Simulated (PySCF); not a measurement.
Compound: ethynylaluminium, C2HAl (singlet state).
Atom-mapped SMILES: `[CH:1]#[C:2][Al:3]` (hydrogens: H4 on C1)

Structure used (PBE0-D3(BJ)/def2-SVP), in Å, numbered top down from 1:
```xyz
4
C2HAl angstrom
C     -0.8138   -0.0399   -0.0601
C      0.3847    0.0272   -0.3121
Al     2.3160    0.1202   -0.7060
H     -1.8664   -0.0979    0.1608
```

Method used: core-valence-separated Tamm–Dancoff BHandHLYP/aug-pcX-1 (pcseg-1 on H, def2-SVPD on Al) in PySCF, non-relativistic, gas phase, PBE0-D3(BJ)/def2-SVP geometry.

Computed carbon K-edge spectrum, Gaussian lines of 0.5 eV full width, highest printed point 100; it ends one width below the last computed root. No empirical shift is added; at this level the pattern usually sits a few eV under experiment.

photon energy (eV), absorption and a bar:
```
    281.5          0 
    281.6          1 
    281.7          5 #
    281.8         12 ####
    281.9         25 #######
    282.0         42 #############
    282.1         59 ##################
    282.2         72 ######################
    282.3         81 ########################
    282.4         91 ###########################
    282.5        100 ##############################
    282.6        100 ##############################
    282.7         86 ##########################
    282.8         61 ##################
    282.9         35 ###########
    283.0         16 #####
    283.1          6 ##
    283.2          2 #
    283.3          0 
    283.4          0 
    283.5          1 
    283.6          3 #
    283.7          8 ##
    283.8         19 ######
    283.9         36 ###########
    284.0         55 ################
    284.1         67 ####################
    284.2         66 ####################
    284.3         52 ###############
    284.4         32 ##########
    284.5         16 #####
    284.6          7 ##
    284.7          2 #
    284.8          1 
    284.9          0 
    285.0          0 
    285.1          0 
    285.2          0 
    285.3          1 
    285.4          1 
    285.5          3 #
    285.6          5 ##
    285.7          8 ##
    285.8         11 ###
    285.9         14 ####
    286.0         14 ####
```

Task: Assign the maxima to core holes.

Result: 2 maxima:
- 282.6 eV: C1 (terminal alkyne carbon), 282.61 eV, f = 0.098, sum of 2, 1s→π*, 88 % of the height at the exact maximum
- 284.1 eV: C2 (alkyne carbon), 284.14 eV, f = 0.073, sum of 2, 100 % of the height at the exact maximum

Further lines of some strength in the range: C2, 282.18 eV, f = 0.061, sum of 2; C1, 285.93 eV, f = 0.012.

Roots within 0.03 eV on the same or equivalent atoms count as one line; shares under 12 % aren't listed.

Vibrational structure and lifetime widths aren't in the curve. The ionisation threshold wasn't computed; near and above it a finite basis only mimics Rydberg series and continuum.

Time: 1.3 s of wall time; peak memory 0.35 GiB. Hardware: an Arm Neoverse V1 with one thread, shared host with 32 logical CPUs at a one-minute load of 10.
